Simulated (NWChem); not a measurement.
System: Be

NWChem input:

```
start job
memory heap 200 mb stack 900 mb global 1100 mb
geometry units angstroms noautosym nocenter noautoz
  Be     0.000000     0.000000     0.000000
end
basis spherical
  * library pcsseg-0
end
dft
  xc pbe0
  iterations 150
end
property
  shielding
end
task dft property
```

Output (shortened):

```
             Northwest Computational Chemistry Package (NWChem) 7.3.0
             --------------------------------------------------------

                             Geometry "geometry" -> ""
                             -------------------------

 Output coordinates in angstroms (scale by  1.889725989 to convert to a.u.)

  No.       Tag          Charge          X              Y              Z
 ---- ---------------- ---------- -------------- -------------- --------------
    1 Be                   4.0000     0.00000000     0.00000000     0.00000000

 Effective nuclear repulsion energy (a.u.)       0.0000000000

                              NWChem Property Module
                              ----------------------

  itol2e modified to match energy
  convergence criterion.

                                 NWChem DFT Module
                                 -----------------

 Summary of "ao basis" -> "ao basis" (spherical)
 ------------------------------------------------------------------------------
       Tag                 Description            Shells   Functions and Types
 ---------------- ------------------------------  ------  ---------------------
 Be                         pcsseg-0                 5        9   3s2p

  itol2e modified to match energy
  convergence criterion.

            General Information
            -------------------
          SCF calculation type: DFT
          Wavefunction type:  closed shell.
          No. of atoms     :     1
          No. of electrons :     4
           Alpha electrons :     2
            Beta electrons :     2
          Charge           :     0
          Spin multiplicity:     1
          Use of symmetry is: off; symmetry adaption is: off
          Maximum number of iterations: 150
          AO basis - number of functions:     9
                     number of shells:     5
          Convergence on energy requested:  1.00D-07
          Convergence on density requested:  1.00D-05
          Convergence on gradient requested:  5.00D-04

              XC Information
              --------------
                         PBE0 Method XC Functional
                     Hartree-Fock (Exact) Exchange  0.250
          PerdewBurkeErnzerhof Exchange Functional  0.750
            Perdew 1991 LDA Correlation Functional  1.000 local
           PerdewBurkeErnz. Correlation Functional  1.000 non-local

             Grid Information
             ----------------
          Grid used for XC integration:  fine
          Radial quadrature: Mura-Knowles
          Angular quadrature: Lebedev.
          Tag              B.-S. Rad. Rad. Pts. Rad. Cut. Ang. Pts.
          ---              ---------- --------- --------- ---------
          Be                  1.05       70           7.0       590
          Grid pruning is: on
          Number of quadrature shells:    70
          Spatial weights used:  Erf1

      Superposition of Atomic Density Guess
      -------------------------------------

 Sum of atomic energies:         -14.53608147

      Non-variational initial energy
      ------------------------------

 Total energy =     -14.536081
 1-e energy   =     -19.003762
 2-e energy   =       4.467681
 HOMO         =      -0.304907
 LUMO         =       0.078624

   convergence    iter        energy       DeltaE   RMS-Dens  Diis-err
 ---------------- ----- ----------------- --------- --------- ---------
 d= 0,ls=0.0,diis     1    -14.6016760297 -1.46D+01  1.20D-02  5.14D-03
 d= 0,ls=0.0,diis     2    -14.6022495338 -5.74D-04  5.25D-04  4.01D-06
 d= 0,ls=0.0,diis     3    -14.6022503821 -8.48D-07  4.51D-05  1.87D-08
 d= 0,ls=0.0,diis     4    -14.6022503864 -4.30D-09  1.23D-07  5.11D-14

         Total DFT energy =      -14.602250386392
      One electron energy =      -19.032704612823
           Coulomb energy =        7.152296538370
    Exchange-Corr. energy =       -2.721842311938
 Nuclear repulsion energy =        0.000000000000

 Numeric. integr. density =        3.999999970286

                       DFT Final Molecular Orbital Analysis
                       ------------------------------------

 Vector    1  Occ=2.000000D+00  E=-4.108808D+00
              MO Center= -1.3D-17, -4.0D-17, -2.6D-16, r^2= 6.7D-02
   Bfn.  Coefficient  Atom+Function         Bfn.  Coefficient  Atom+Function
  ----- ------------  ---------------      ----- ------------  ---------------
     1      0.988807  1 Be s                  2      0.043624  1 Be s

 Vector    2  Occ=2.000000D+00  E=-2.360839D-01
              MO Center=  1.1D-15,  1.2D-15,  8.5D-15, r^2= 2.4D+00
   Bfn.  Coefficient  Atom+Function         Bfn.  Coefficient  Atom+Function
  ----- ------------  ---------------      ----- ------------  ---------------
     2      0.562633  1 Be s                  3      0.516436  1 Be s
     1     -0.277277  1 Be s

 Vector    3  Occ=0.000000D+00  E=-3.627594D-02
              MO Center= -2.0D-15, -2.1D-15,  2.3D-16, r^2= 2.8D+00
   Bfn.  Coefficient  Atom+Function         Bfn.  Coefficient  Atom+Function
  ----- ------------  ---------------      ----- ------------  ---------------
     8      0.615285  1 Be py                 7      0.601482  1 Be px
     5      0.185517  1 Be py                 4      0.181355  1 Be px
     9     -0.067862  1 Be pz

 Vector    4  Occ=0.000000D+00  E=-3.627594D-02
              MO Center=  5.0D-16, -4.9D-16, -2.1D-17, r^2= 2.8D+00
   Bfn.  Coefficient  Atom+Function         Bfn.  Coefficient  Atom+Function
  ----- ------------  ---------------      ----- ------------  ---------------
     7      0.615519  1 Be px                 8     -0.604523  1 Be py
     4      0.185587  1 Be px                 5     -0.182272  1 Be py
     9     -0.025495  1 Be pz

 Vector    5  Occ=0.000000D+00  E=-3.627594D-02
              MO Center= -2.0D-15, -9.1D-16, -2.6D-14, r^2= 2.8D+00
   Bfn.  Coefficient  Atom+Function         Bfn.  Coefficient  Atom+Function
  ----- ------------  ---------------      ----- ------------  ---------------
     9      0.860061  1 Be pz                 6      0.259321  1 Be pz
     7      0.065705  1 Be px                 8      0.030628  1 Be py

          -----------------------------------------
          Chemical Shielding Tensors (GIAO, in ppm)
          -----------------------------------------

                                NWChem CPHF Module
                                ------------------

  scftype          =     RHF
  nclosed          =        2
  nopen            =        0
  variables        =       14
  # of vectors     =        3
  tolerance        = 0.10D-03
  level shift      = 0.00D+00
  max iterations   =       50
  max subspace     =       30

 SCF residual:    1.7657592391879858E-009

Iterative solution of linear equations
  No. of variables       14
  No. of equations        3
  Maximum subspace       30
        Iterations       50
       Convergence  1.0D-04

   iter   nsub   residual    time
   ----  ------  --------  ---------
     1      3    6.38D-17       0.1

      Atom:    1  Be
        Diamagnetic
    149.0975     -0.0000     -0.0000
     -0.0000    149.0975     -0.0000
     -0.0000     -0.0000    149.0975

        Paramagnetic
     -0.0000      0.0000      0.0000
      0.0000     -0.0000      0.0000
      0.0000      0.0000     -0.0000

        Total Shielding Tensor
    149.0975      0.0000      0.0000
      0.0000    149.0975      0.0000
      0.0000      0.0000    149.0975

           isotropic =     149.0975
          anisotropy =       0.0000

          Principal Components and Axis System
                 1           2           3
              149.0975    149.0975    149.0975

      1         1.0000      0.0000      0.0000
      2         0.0000      1.0000      0.0000
      3         0.0000      0.0000      1.0000
```

Level: PBE0/pcSseg-0, GIAO. The printed shielding anisotropy is the first printed principal value minus the mean of the other two.
